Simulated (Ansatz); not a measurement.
`B[SiH2]F` + HCl → `B[SiH2]Cl` + H–F at 298.15 K and 1 bar (ligand exchange at the Si–F bond).

Computed with Ansatz on PBE0-D4/def2-TZVP structures; ΔE is electronic, products minus reactants. CCSD(T)/CBS is the MP2 limit (def2-TZVPP, def2-QZVPP) plus CCSD(T) − MP2 in def2-TZVPP, frozen cores. This one scheme is used for every species.

| species | CCSD(T)/CBS energy (Eh) | H − E (kJ/mol) | S (J/(mol·K)) |
| --- | --- | --- | --- |
| `B[SiH2]F` | -416.08532 | 118.3 | 289.1 |
| HCl | -460.38127 | 26.6 | 186.8 |
| `B[SiH2]Cl` | -776.05948 | 116.1 | 304.2 |
| H–F | -100.39570 | 33.5 | 173.6 |

H − E and S are ideal-gas, rigid-rotor, harmonic terms from PBE0-D4/def2-TZVP. 1 Eh = 2625.50 kJ/mol, R = 8.31446 J/(mol·K).

Problem. By hand: ΔE, ΔH, ΔS and ΔG.

Solution. ΔE = (-776.05948) + (-100.39570) − (-416.08532) − (-460.38127) = 0.01141 Eh = 30.0 kJ/mol. Δ(H − E) = 116.1 + 33.5 − 118.3 − 26.6 = 4.7, so ΔH = 34.7 kJ/mol. ΔS = 304.2 + 173.6 − 289.1 − 186.8 = 1.9 J/(mol·K). ΔG = 34.7 − 298.15 × (1.9)/1000 = 34.1 kJ/mol.

Problem. By hand: the equilibrium constant, and the temperature at which ΔG would vanish if ΔH and ΔS stayed fixed.

Solution. log₁₀ K = −ΔG/(RT ln 10) = -6.0. ΔG = 0 at ΔH/ΔS = 18263 K, far beyond where these terms or the molecules hold.

The number of gas molecules stays the same, so ΔS is small and ΔH decides. A doubt of 5 kJ/mol in ΔE shifts log₁₀ K by 0.9 here. These are equilibria of isolated gas molecules and say nothing of rates. Largest T1 diagnostic: 0.012 (customary marks: 0.02 for closed shells, 0.045 for open ones).
